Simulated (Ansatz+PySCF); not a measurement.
# doublet C2H5S: levels of theory in one basis

```csv
atom,x (Å),y (Å),z (Å)
C,-1.3897,0.4301,0.0209
S,0.1102,-0.6091,-0.0191
C,1.3549,0.5818,0.0418
H,-2.2457,-0.2429,-0.0248
H,-1.4265,1.0047,0.9464
H,-1.4126,1.0989,-0.8405
H,1.1631,1.5966,-0.2795
H,2.3680,0.2169,0.1269
```

Basis set: cc-pVTZ on H, C; cc-pV(T+d)Z on S (spherical functions). Frozen core: 7 orbitals. Correlation on ROHF uses semicanonical orbitals with singles. Charge 0, multiplicity 2.

Computed with Ansatz (development build ahead of 0.2.0); each method stands on the lowest determinant of its kind that the runs found.

| method | E − E(ROHF) (eV) | <S²> of the determinant |
| --- | --- | --- |
| ROHF | 0.00 | 0.75 |
| UHF | -0.17 | 0.77 |
| ROHF-MP2 | -13.90 | – |
| UHF-MP2 | -13.87 | 0.77 |

Task: Is a single determinant a sound starting point here?

Result: By this sign, yes. Unrestricted orbitals gain 0.17 eV and <S²> is 0.77 against 0.75 for a pure state.
